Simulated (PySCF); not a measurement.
# SOS: from structure and modes to constants

Level of theory: PBE0 in PySCF with S def2-TZVP, O def2-TZVP; no relativity; density-fitted integrals.

The singlet minimum has Cs symmetry. Masses (u): S 31.97207, O 15.99492.

```xyz
3
charge 0 multiplicity 1, angstrom
S     0.3915    0.0000   -0.5412
O     1.6404    0.0000    0.2016
S    -1.2122    0.0000    0.4403
```

Harmonic wavenumbers (cm⁻¹): 394.6 (a', ×1), 723.9 (a', ×1), 1241.9 (a', ×1).

**Question.** Find the principal moments of inertia and the rotational constants. What kind of rotor is it?

**Answer.** About the centre of mass I = 12.061, 99.071, 111.13 u Å². With B = 16.8576/I this gives 1.398, 0.1702, 0.1517 cm⁻¹. The molecule is an asymmetric top with κ = -0.97.

**Question.** What is the harmonic zero-point energy?

**Answer.** Half the sum of all 3 wavenumbers, 2360/2 = 1180 cm⁻¹, which is 14.1 kJ/mol (1 cm⁻¹ = 0.0119627 kJ/mol).

**Question.** Find the vibrational entropy and heat capacity at 298.15 K.

**Answer.** With u = 1.43878 ω/T, each mode gives S = R[u/(eᵘ−1) − ln(1−e⁻ᵘ)] and C = R u² eᵘ/(eᵘ−1)².
| ω (cm⁻¹) | u | S (J/(mol K)) | C (J/(mol K)) |
| --- | --- | --- | --- |
| 394.6 | 1.904 | 4.11 | 6.20 |
| 723.9 | 3.493 | 1.17 | 3.28 |
| 1241.9 | 5.993 | 0.15 | 0.75 |
The sums over all modes are S = 5.4 and C = 10.2 J/(mol K); the softest mode gives 76 % of the entropy.

**Question.** Give the standard entropy (298.15 K, 1 bar) by its translational, rotational, vibrational and spin parts, and Cp.

**Answer.** Sackur–Tetrode with M = 79.94 u gives 163.5; rotation with symmetry number 1 gives 97.6; vibration 5.4; spin R ln 1 = 0.0. The total is 266.5 J/(mol K), and Cp = 4 R + 10.2 = 43.5 J/(mol K).

Other isomers or separated fragments may lie lower.
